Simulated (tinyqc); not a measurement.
Inside a calculation. Method: MP2 on RHF in the sto-3g basis, for H2O, spin multiplicity 1. One step of it, computed by the program tinyqc.

Problem. Second-order Moller-Plesset energy. E2 = sum_ijab (ia|jb) [2 (ia|jb) - (ib|ja)] / (e_i + e_j - e_a - e_b) over occupied i, j and virtual a, b; the opposite-spin part is (ia|jb)^2 / denominator, the rest is same-spin, and SCS-MP2 scales them by 6/5 and 1/3.

orbital energies (hartree): MO1 -20.243826, MO2 -1.299153, MO3 -0.631684, MO4 -0.470151, MO5 -0.398417, MO6 0.650675, MO7 0.787399

Two-electron integrals over orbitals (pq|rs), unique and non-zero (hartree):
```
p,q,r,s,(pq|rs)
1,1,1,1,4.743810
2,1,1,1,-0.412677
2,1,2,1,0.057311
2,2,1,1,1.002386
2,2,2,1,-0.011971
2,2,2,2,0.736128
3,1,1,1,0.014060
3,1,2,1,-0.001535
3,1,2,2,0.001772
3,1,3,1,0.011496
3,2,1,1,-0.003627
3,2,2,1,0.000912
3,2,2,2,0.008933
3,2,3,1,0.018322
3,2,3,2,0.147156
3,3,1,1,0.818075
3,3,2,1,-0.004401
3,3,2,2,0.657628
3,3,3,1,-0.000683
3,3,3,2,-0.004423
3,3,3,3,0.648124
4,1,1,1,0.193380
4,1,2,1,-0.023110
4,1,2,2,0.017691
4,1,3,1,0.001139
4,1,3,2,0.000069
4,1,3,3,0.006924
4,1,4,1,0.028841
4,2,1,1,-0.123553
4,2,2,1,0.009756
4,2,2,2,0.013736
4,2,3,1,-0.000072
4,2,3,2,0.000357
4,2,3,3,0.007156
4,2,4,1,0.018161
4,2,4,2,0.119602
4,3,1,1,0.015031
4,3,2,1,-0.000698
4,3,2,2,0.004376
4,3,3,1,-0.004086
4,3,3,2,0.015390
4,3,3,3,0.002520
4,3,4,1,-0.000838
4,3,4,2,-0.006321
4,3,4,3,0.046714
4,4,1,1,1.009907
4,4,2,1,-0.014400
4,4,2,2,0.674544
4,4,3,1,0.000010
4,4,3,2,-0.004344
4,4,3,3,0.609209
4,4,4,1,-0.011803
4,4,4,2,-0.104153
4,4,4,3,0.009143
4,4,4,4,0.798702
5,1,5,1,0.026069
5,2,5,1,0.032193
5,2,5,2,0.142525
5,3,5,1,-0.001087
5,3,5,2,-0.003538
5,3,5,3,0.030018
5,4,5,1,-0.014247
5,4,5,2,-0.048728
5,4,5,3,0.002304
5,4,5,4,0.058581
5,5,1,1,1.115330
5,5,2,1,-0.011548
5,5,2,2,0.746550
5,5,3,1,0.000387
5,5,3,2,-0.001685
5,5,3,3,0.640047
5,5,4,1,0.005392
5,5,4,2,-0.066059
5,5,4,3,0.008380
5,5,4,4,0.735228
5,5,5,5,0.880159
6,1,1,1,0.237959
6,1,2,1,-0.035868
6,1,2,2,-0.000264
6,1,3,1,0.004051
6,1,3,2,0.004364
6,1,3,3,-0.000545
6,1,4,1,0.001313
6,1,4,2,-0.020025
6,1,4,3,-0.000126
6,1,4,4,0.020138
6,1,5,5,0.006125
6,1,6,1,0.032385
6,2,1,1,-0.308652
6,2,2,1,0.006320
6,2,2,2,-0.142064
6,2,3,1,0.002345
6,2,3,2,0.010425
6,2,3,3,-0.080048
6,2,4,1,-0.018539
6,2,4,2,-0.018251
6,2,4,3,-0.008305
6,2,4,4,-0.088397
6,2,5,5,-0.157265
6,2,6,1,0.007361
6,2,6,2,0.101627
6,3,1,1,0.082115
6,3,2,1,-0.001796
6,3,2,2,0.033568
6,3,3,1,-0.003584
6,3,3,2,0.034279
6,3,3,3,0.021640
6,3,4,1,0.000247
6,3,4,2,-0.016399
6,3,4,3,0.026043
6,3,4,4,0.034072
6,3,5,5,0.043941
6,3,6,1,0.000409
6,3,6,2,-0.024201
6,3,6,3,0.070629
6,4,1,1,-0.207311
6,4,2,1,0.002038
6,4,2,2,-0.087277
6,4,3,1,-0.002225
6,4,3,2,-0.017010
6,4,3,3,-0.041771
6,4,4,1,-0.001686
6,4,4,2,0.031955
6,4,4,3,-0.003819
6,4,4,4,-0.118064
6,4,5,5,-0.108430
6,4,6,1,-0.001236
6,4,6,2,0.055351
6,4,6,3,-0.027252
6,4,6,4,0.066660
6,5,5,1,-0.015717
6,5,5,2,-0.058289
6,5,5,3,0.006698
6,5,5,4,0.003421
6,5,6,5,0.038782
6,6,1,1,0.819638
6,6,2,1,-0.006954
6,6,2,2,0.623496
6,6,3,1,-0.003245
6,6,3,2,-0.039642
6,6,3,3,0.582778
6,6,4,1,0.021278
6,6,4,2,0.057007
6,6,4,3,-0.018758
6,6,4,4,0.556838
6,6,5,5,0.596776
6,6,6,1,-0.008988
6,6,6,2,-0.096420
6,6,6,3,-0.013519
6,6,6,4,-0.035357
6,6,6,6,0.621410
7,1,1,1,0.059989
7,1,2,1,-0.009395
7,1,2,2,-0.001123
7,1,3,1,-0.015068
7,1,3,2,-0.022822
7,1,3,3,0.001286
7,1,4,1,0.001008
7,1,4,2,-0.003936
7,1,4,3,0.005882
7,1,4,4,0.004480
7,1,5,5,0.001493
7,1,6,1,0.003167
7,1,6,2,-0.002514
7,1,6,3,0.004643
7,1,6,4,0.002646
7,1,6,6,0.003470
7,1,7,1,0.022321
7,2,1,1,-0.082160
7,2,2,1,0.001519
7,2,2,2,-0.036596
7,2,3,1,-0.013295
7,2,3,2,-0.032835
7,2,3,3,-0.017017
7,2,4,1,-0.003792
7,2,4,2,0.000753
7,2,4,3,0.034927
7,2,4,4,-0.026928
7,2,5,5,-0.040949
7,2,6,1,-0.002631
7,2,6,2,0.011837
7,2,6,3,0.030845
7,2,6,4,0.016858
7,2,6,6,-0.028022
7,2,7,1,0.016800
7,2,7,2,0.063044
7,3,1,1,-0.347937
7,3,2,1,0.007568
7,3,2,2,-0.122588
7,3,3,1,-0.000363
7,3,3,2,0.012595
7,3,3,3,-0.088364
7,3,4,1,0.001188
7,3,4,2,0.076033
7,3,4,3,-0.001890
7,3,4,4,-0.157126
7,3,5,5,-0.179119
7,3,6,1,-0.007304
7,3,6,2,0.071733
7,3,6,3,-0.019993
7,3,6,4,0.069532
7,3,6,6,-0.042198
7,3,7,1,-0.001438
7,3,7,2,0.026773
7,3,7,3,0.146952
7,4,1,1,-0.032587
7,4,2,1,0.000423
7,4,2,2,-0.009530
7,4,3,1,0.010118
7,4,3,2,0.077334
7,4,3,3,-0.010558
7,4,4,1,-0.000819
7,4,4,2,0.001790
7,4,4,3,-0.007092
7,4,4,4,-0.019142
7,4,5,5,-0.016145
7,4,6,1,0.003187
7,4,6,2,0.014929
7,4,6,3,0.035255
7,4,6,4,-0.005289
7,4,6,6,-0.031025
7,4,7,1,-0.013188
7,4,7,2,-0.012070
7,4,7,3,0.020788
7,4,7,4,0.068327
7,5,5,1,-0.003946
7,5,5,2,-0.014789
7,5,5,3,-0.022468
7,5,5,4,0.002089
7,5,6,5,0.003700
7,5,7,5,0.024574
7,6,1,1,-0.006049
7,6,2,1,0.000595
7,6,2,2,0.006176
7,6,3,1,0.008627
7,6,3,2,0.089678
7,6,3,3,-0.010334
7,6,4,1,0.003801
7,6,4,2,0.013498
7,6,4,3,0.038364
7,6,4,4,-0.014074
7,6,5,5,-0.004092
7,6,6,1,-0.000520
7,6,6,2,-0.007643
7,6,6,3,0.050554
7,6,6,4,-0.014715
7,6,6,6,-0.036303
7,6,7,1,-0.011325
7,6,7,2,0.011526
7,6,7,3,0.021797
7,6,7,4,0.049619
7,6,7,6,0.096377
7,7,1,1,0.869499
7,7,2,1,-0.009106
7,7,2,2,0.631850
7,7,3,1,0.004777
7,7,3,2,0.044626
7,7,3,3,0.617006
7,7,4,1,0.005347
7,7,4,2,-0.007046
7,7,4,3,0.019587
7,7,4,4,0.609266
7,7,5,5,0.626058
7,7,6,1,0.005611
7,7,6,2,-0.069655
7,7,6,3,0.044908
7,7,6,4,-0.044402
7,7,6,6,0.556314
7,7,7,1,-0.004448
7,7,7,2,-0.013283
7,7,7,3,-0.076833
7,7,7,4,0.019288
7,7,7,6,0.034473
7,7,7,7,0.641172
```

Hartree-Fock energy = -74.94911608 hartree

Give: Terms; Pair energies; MP2 correlation energy; SCS-MP2 correlation energy; MP2 total energy.

Solution.

Terms (the 40 largest of 68):
```
i,j,a,b,(ia|jb),(ib|ja),denominator,term
3,3,7,7,0.147,0.147,-2.838,-0.008
4,3,6,7,0.070,0.035,-2.540,-2.84e-03
3,4,7,6,0.070,0.035,-2.540,-2.84e-03
2,2,6,6,0.102,0.102,-3.900,-2.65e-03
3,2,7,6,0.072,0.031,-3.369,-2.40e-03
2,3,6,7,0.072,0.031,-3.369,-2.40e-03
4,4,6,6,0.067,0.067,-2.242,-1.98e-03
3,3,6,6,0.071,0.071,-2.565,-1.95e-03
4,4,7,7,0.068,0.068,-2.515,-1.86e-03
2,4,6,6,0.055,0.055,-3.071,-9.98e-04
4,2,6,6,0.055,0.055,-3.071,-9.98e-04
2,2,7,7,0.063,0.063,-4.173,-9.52e-04
5,5,6,6,0.039,0.039,-2.098,-7.17e-04
4,3,6,6,-0.027,-0.027,-2.403,-3.09e-04
3,4,6,6,-0.027,-0.027,-2.403,-3.09e-04
5,5,7,7,0.025,0.025,-2.372,-2.55e-04
3,2,7,7,0.027,0.027,-3.506,-2.04e-04
2,3,7,7,0.027,0.027,-3.506,-2.04e-04
3,2,6,6,-0.024,-0.024,-3.232,-1.81e-04
2,3,6,6,-0.024,-0.024,-3.232,-1.81e-04
4,3,7,7,0.021,0.021,-2.677,-1.61e-04
3,4,7,7,0.021,0.021,-2.677,-1.61e-04
3,3,7,6,-0.020,-0.020,-2.701,-1.48e-04
3,3,6,7,-0.020,-0.020,-2.701,-1.48e-04
2,4,7,6,0.017,0.015,-3.207,-9.87e-05
4,2,6,7,0.017,0.015,-3.207,-9.87e-05
3,2,6,7,0.031,0.072,-3.369,9.20e-05
2,3,7,6,0.031,0.072,-3.369,9.20e-05
4,2,7,6,0.015,0.017,-3.207,-6.05e-05
2,4,6,7,0.015,0.017,-3.207,-6.05e-05
2,4,7,7,-0.012,-0.012,-3.344,-4.36e-05
4,2,7,7,-0.012,-0.012,-3.344,-4.36e-05
2,2,6,7,0.012,0.012,-4.036,-3.47e-05
2,2,7,6,0.012,0.012,-4.036,-3.47e-05
1,1,6,6,0.032,0.032,-41.789,-2.51e-05
3,4,6,7,0.035,0.070,-2.540,-1.36e-05
4,3,7,6,0.035,0.070,-2.540,-1.36e-05
1,2,7,7,0.017,0.017,-23.118,-1.22e-05
2,1,7,7,0.017,0.017,-23.118,-1.22e-05
1,1,7,7,0.022,0.022,-42.062,-1.18e-05
```

Pair energies (hartree; pair i-j sums ij and ji):
```
pair,opposite spin,same spin
1-1,-3.74e-05,0
2-1,-3.03e-05,-1.20e-09
2-2,-3.67e-03,0
3-1,-6.91e-06,-1.28e-05
3-2,-4.39e-03,-9.93e-04
3-3,-0.010,0
4-1,-1.73e-05,-2.64e-08
4-2,-2.40e-03,-2.32e-06
4-3,-0.006,-9.25e-04
4-4,-3.86e-03,0
5-5,-9.84e-04,0
```

MP2 correlation energy = -0.03291 hartree

SCS-MP2 correlation energy = -0.03781 hartree

MP2 total energy = -74.98202 hartree
